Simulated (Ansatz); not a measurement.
One change: `N=C(Cl)CO` becomes `N=C(F)CO`.

Ansatz, PBE0-D4/def2-TZVP geometries, multiplicity 1. Each molecule was computed in one conformer, which needn't be the lowest.

```json
{"property": "LUMO energy (ωB97M-V/def2-TZVPP) / eV", "`N=C(Cl)CO`": "1.55"}
{"property": "zero-point energy (PBE0-D4/def2-TZVP) / kJ/mol", "`N=C(Cl)CO`": "171.4"}
{"property": "size of the dipole moment (PBE/def2-TZVPP) / D", "`N=C(Cl)CO`": "1.60"}
{"property": "HOMO–LUMO gap (ωB97M-V/def2-TZVPP) / eV", "`N=C(Cl)CO`": "12.17"}
{"property": "LUMO energy (PBE0/def2-TZVPP) / eV", "`N=C(Cl)CO`": "-0.73"}
{"property": "HOMO–LUMO gap (PBE0/def2-TZVPP) / eV", "`N=C(Cl)CO`": "7.45"}
```

(1) Give the same properties after the change, and the shifts. (Estimate.)

Results:

(1) The calculation gave: 
```tsv
property	`N=C(F)CO`	shift
LUMO energy (ωB97M-V/def2-TZVPP) / eV	1.85	0.30
zero-point energy (PBE0-D4/def2-TZVP) / kJ/mol	176.0	4.6
size of the dipole moment (PBE/def2-TZVPP) / D	2.85	1.25
HOMO–LUMO gap (ωB97M-V/def2-TZVPP) / eV	12.76	0.59
LUMO energy (PBE0/def2-TZVPP) / eV	0.13	0.86
HOMO–LUMO gap (PBE0/def2-TZVPP) / eV	8.60	1.15
```

With PBE0 the HOMO falls by 0.29 eV and the LUMO rises by 0.86 eV, so the gap widens by about 1.15 eV. PBE moves the HOMO by -0.39 eV and ωB97M-V by -0.28 eV. Dipoles are sizes alone; their direction can turn.
